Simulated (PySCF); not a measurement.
Breaking a bond: F2, singlet.

Levels: RKS-PBE = restricted PBE/cc-pVTZ (PySCF); UKS-PBE = unrestricted PBE/cc-pVTZ (PySCF); UKS-M06-2X = unrestricted M06-2X/cc-pVTZ run with PySCF 2.14.0; UCCSD(T) = CCSD(T) on UHF/cc-pVTZ, 2 core orbitals frozen in PySCF.

Energies relative to the lowest point of each curve near equilibrium, in eV; the last columns give the difference from UCCSD(T):

```tsv
R / Å	RKS-PBE	UKS-PBE	UKS-M06-2X	UCCSD(T)	RKS-PBE − UCCSD(T)	UKS-PBE − UCCSD(T)	UKS-M06-2X − UCCSD(T)
1.04	5.673	5.673	5.099	5.456	0.217	0.217	-0.357
1.10	3.439	3.439	2.936	3.256	0.183	0.183	-0.320
1.18	1.578	1.578	1.196	1.451	0.128	0.128	-0.255
1.25	0.659	0.659	0.398	0.578	0.082	0.082	-0.180
1.30	0.283	0.283	0.113	0.227	0.056	0.056	-0.114
1.32	0.183	0.183	0.050	0.135	0.048	0.048	-0.084
1.38	0.018	0.018	0.000	0.007	0.011	0.011	-0.007
1.40	0.000	0.000	0.021	0.000	0.000	0.000	0.021
1.44	0.009	0.009	0.108	0.024	-0.016	-0.016	0.084
1.50	0.108	0.108	0.325	0.135	-0.027	-0.027	0.190
1.58	0.348	0.348	0.724	0.379	-0.031	-0.031	0.345
1.71	0.870	0.825	1.212	0.867	0.003	-0.042	0.345
1.85	1.475	1.262	1.290	1.250	0.225	0.012	0.040
2.07	—	1.814	1.340	1.446	—	0.369	-0.105
2.24	—	2.057	1.375	1.471	—	0.586	-0.096
2.49	—	2.216	1.408	1.467	—	0.749	-0.059
2.73	—	2.281	1.431	1.461	—	0.820	-0.029
3.01	—	2.312	1.447	1.459	—	0.853	-0.012
3.40	—	2.335	1.461	1.463	—	0.872	-0.002
3.71	—	2.343	1.467	1.466	—	0.877	0.002
4.09	—	2.347	1.471	—	—	—	—
4.76	—	2.348	1.473	—	—	—	—
5.57	—	2.349	1.473	—	—	—	—
```

RKS-PBE is furthest from UCCSD(T) at 1.85 (0.225 eV, above); its mean absolute difference over the points is 0.079 eV.

UKS-PBE is furthest from UCCSD(T) at 3.71 (0.877 eV, above); its mean absolute difference over the points is 0.299 eV.

UKS-M06-2X is furthest from UCCSD(T) at 1.04 (-0.357 eV, below); its mean absolute difference over the points is 0.132 eV.

A dash means that the run gave no value there, or that the column was ended at a point which the program doubted or which failed a test of continuity chosen for this set; such a test can also cut sound points.

The restricted form behind RKS-PBE keeps the bonding electrons paired and can't separate into open-shell fragments. The unrestricted determinant behind UKS-PBE, UKS-M06-2X is spin-contaminated at 1.71 to 5.57 Å (<S²> up to 1.0, against 0.00 for a pure singlet). The unrestricted determinant behind UCCSD(T) is spin-contaminated at 1.38 to 5.57 Å (<S²> up to 1.0, against 0.00 for a pure singlet).
